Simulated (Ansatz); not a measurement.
A ladder of methods for AlHClO (SMILES [O][AlH][Cl])

AlHClO has 4 atoms, charge 0, and is taken as a doublet. SMILES: `[O][AlH][Cl]`. The shape is that of a PBE0-D4/def2-TZVP optimisation.

```xyz
4

O     0.2906   -1.0359    1.3506
Al    0.1184    0.0490    0.0156
Cl   -1.5732   -0.2106   -1.1688
H     1.2197    1.1373   -0.2178
```

Each level gives the energy change with the Al2–Cl3 bond stretched from 2.081 to 4.163 Å (eV). The values are calculated.

| level | kind | program | value (eV) |
| --- | --- | --- | --- |
| UHF/STO-3G | Hartree–Fock | Ansatz | 5.44 |
| USVWN5/STO-3G | LDA | Ansatz | 4.68 |
| U-revPBE/STO-3G | GGA | Ansatz | 4.38 |
| U-r2SCAN0/STO-3G | hybrid meta-GGA | Ansatz | 5.44 |
| UPBE0/STO-3G | global hybrid | Ansatz | 5.26 |
| U-wB97X/STO-3G | range-separated hybrid | Ansatz | 5.76 |
| UHSE06/STO-3G | range-separated hybrid | Ansatz | 5.23 |
| UB2PLYP/STO-3G | double hybrid | Ansatz | 5.49 |
| UMP2/STO-3G | perturbation theory | Ansatz | 5.61 |
| UCCSDT(Q)/STO-3G | coupled cluster or CI | Ansatz | 4.83 |

The first shape isn't each level's own minimum. The values span 4.38 to 5.76 eV. Spin contamination of the reference (⟨S²⟩ at least 0.1 too high) touches UHF/STO-3G, U-revPBE/STO-3G, U-r2SCAN0/STO-3G, UPBE0/STO-3G, U-wB97X/STO-3G, UHSE06/STO-3G, UB2PLYP/STO-3G, UMP2/STO-3G, UCCSDT(Q)/STO-3G. All rows use very small basis sets, so even the best lies far from the true value.
